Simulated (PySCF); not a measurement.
An excited-state job on `N#N` (dinitrogen).

Computed with TDDFT CAM-B3LYP/def2-SVPD, vertical, gas phase, core orbitals frozen in the response (PySCF 2.14.0, density-fitted response routines). Geometry: GFN2-xTB. The input is one job of a driver script: a line of settings, then coordinates in Å.

Input:
```
{"job": {"kind": "uv", "xc": "CAM-B3LYP", "basis": "def2-SVPD", "nstates": 8, "ntriplets": 3}, "charge": 0, "multiplicity": 1}
N      0.550487    -0.002118    -0.003770
N     -0.547730     0.003387    -0.010379
```

Problem. Estimate the output.

Solution. 
```
coarse grid: 2128 points
cycle   1  E = -109.3836412879  dE =  7.484e-02  |g| = 1.354e-01  |ddm| = 1.770e+00
cycle   2  E = -109.3873998014  dE = -3.759e-03  |g| = 6.066e-02  |ddm| = 2.189e-01
cycle   3  E = -109.3882072983  dE = -8.075e-04  |g| = 4.629e-03  |ddm| = 5.328e-02
cycle   4  E = -109.3882136179  dE = -6.320e-06  |g| = 8.787e-04  |ddm| = 1.077e-02
final grid: 21984 points
cycle   5  E = -109.4001421788  dE = -2.147e-06  |g| = 7.799e-04  |ddm| = 1.136e-02
cycle   6  E = -109.4001422987  dE = -1.199e-07  |g| = 3.843e-04  |ddm| = 2.150e-03
cycle   7  E = -109.4001423343  dE = -3.555e-08  |g| = 1.346e-05  |ddm| = 3.606e-04
cycle   8  E = -109.4001423344  dE = -6.366e-11  |g| = 2.099e-06  |ddm| = 5.776e-05
converged SCF energy = -109.4001423344

Static polarisability (au): isotropic 10.967, principal 9.155 9.155 14.591

Singlet excitations
state   eV       nm        f      main configurations
  1   9.2610    133.9   0.00000   H-2->L+1 0.50, H-1->L 0.50
  2   9.4485    131.2   0.00000   H->L+1 0.96
  3   9.4485    131.2   0.00000   H->L 0.96
  4   9.7579    127.1   0.00000   H-1->L+1 0.47, H-2->L 0.47
  5   9.7579    127.1   0.00000   H-1->L 0.47, H-2->L+1 0.47
  6  13.6574     90.8   0.14499   H-3->L 0.96
  7  13.6574     90.8   0.14499   H-3->L+1 0.96
  8  14.3258     86.5   0.00000   H->L+2 0.99

Triplet excitations (Tamm-Dancoff, eV): 7.4989 7.8108 7.8108
```

The SCF starts on a coarse grid where the log names one; the energy can jump when the final grid takes over, and dE then counts from the start density on the new grid. H and L stand for HOMO and LUMO; the number after each pair is its weight.

Problem. How does the lowest singlet excitation compare with the HOMO–LUMO gap?

Solution. HOMO -13.83 eV and LUMO 0.76 eV give a gap of 14.59 eV; S1 at 9.26 eV lies 5.33 eV below it.

Problem. Give the mean polarisability as a volume in Å³, and the ratio of the largest to the smallest principal value.

Solution. 10.967 au × 0.148185 = 1.63 Å³; 14.591/9.155 = 1.59.

Summary of the converged run: HOMO -13.83 eV, LUMO 0.76 eV; lowest singlet 9.26 eV; lowest triplet 7.50 eV (Tamm–Dancoff); mean polarisability 11.0 au.

Hardware: x86-64 server, one thread, shared host. Cost: 0.9 s.
Labels such as C1 count atoms from 1, the log's own numbers from 0.
